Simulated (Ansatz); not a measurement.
# S₂+ (doublet): a ladder of functionals and wavefunction methods

The task here is to estimate one member of a computed series from the others.

Computed with Ansatz 0.2.0, Gaussian basis. Level: functionals in def2-TZVPP, the program's frozen cores in correlated methods.

The runs, in order: LDA (SPW92), PBE-D4, revPBE-D4, BLYP-D4, r2SCAN-D4, B97M-V, PBE0-D4, B3LYP-D4, r2SCANh-D4, r2SCAN0-D4, HSE06-D4, BHLYP-D4, CAM-B3LYP-D4, LC-ωPBE, ωB97X-V, ωB97M-V, B2PLYP, PBE-QIDH; CCSD(T)/def2-SVP; CCSD(T)/def2-TZVPP; CCSD(T)/def2-QZVPP; extrapolation to the limit; RPA on PBE.

## The relaxed structure

The geometry comes from an earlier relaxation with PBE0-D4 in a triple-zeta def2 set; it is a stationary point.

2 atoms, charge 1, spin multiplicity 2.

Atoms are counted from 1 here; the program's logs count them from 0.

Bond lengths: S1–S2 1.810 Å.

The first run:

in.yaml

```yaml
crystal:
  periodic: [false, false, false]
  atoms:
    - {symbol: S, position_ang: [-0.768726, 0.277696, -0.388761]}
    - {symbol: S, position_ang: [0.768726, -0.277696, 0.388761]}
basis:
  gaussian: {orbitals: def2-TZVPP}
total_charge: 1
magnetization: {spin_polarized: true, initial_magnetization: 1}
hamiltonian: {xc: lda}
output: {orbitals: {seedname: orbitals}}
```

Launch:

```bash
$ ansatz run in.yaml --threads 2 --pin off --events-out ev --progress --plain --max-ram 32768MiB --backend cpu
```

Steps of the session up to this table: LDA; PBE-D4 (GGA); revPBE-D4 (GGA); BLYP-D4 (GGA); r2SCAN-D4 (meta-GGA); B97M-V (meta-GGA); B3LYP-D4 (hybrid); r2SCANh-D4 (hybrid); r2SCAN0-D4 (hybrid); HSE06-D4 (hybrid); BHLYP-D4 (hybrid); CAM-B3LYP-D4 (range-separated); LC-ωPBE (range-separated); ωB97X-V (range-separated); ωB97M-V (range-separated); B2PLYP (double hybrid); PBE-QIDH (double hybrid).

One table of the session follows, with a row left open; its other results are not shown here.

It belongs to the step «Frontier levels by functional». Levels, from each run's orbital file (highest filled and lowest empty over both spins):

```
  functional  HOMO (eV)  LUMO (eV)  gap (eV)
 LDA (SPW92)     -13.04     -13.14     -0.10
      PBE-D4          ?          ?         ?
   revPBE-D4     -13.06     -12.94      0.12
     BLYP-D4     -12.89     -12.79      0.09
   r2SCAN-D4     -13.42     -13.01      0.40
      B97M-V     -13.29     -12.95      0.34
     PBE0-D4     -14.43     -12.09      2.34
    B3LYP-D4     -14.12     -12.25      1.87
  r2SCANh-D4     -13.92     -12.65      1.27
  r2SCAN0-D4     -14.67     -12.10      2.57
    HSE06-D4     -14.03     -12.48      1.55
    BHLYP-D4     -15.61     -11.00      4.61
CAM-B3LYP-D4     -15.73     -10.85      4.88
     LC-ωPBE     -17.23      -9.77      7.46
     ωB97X-V     -16.70      -9.79      6.92
     ωB97M-V     -16.32      -9.77      6.55
```

**Question.** Estimate the row for PBE-D4.

**Answer.** HOMO (eV): -13.08; LUMO (eV): -12.99; gap (eV): 0.09. In the column «HOMO (eV)» it lies between B97M-V (-13.29) and revPBE-D4 (-13.06).

To keep in mind: A negative gap means that an empty level lies below a filled one: whole occupations of an open shell aren't an aufbau state there.
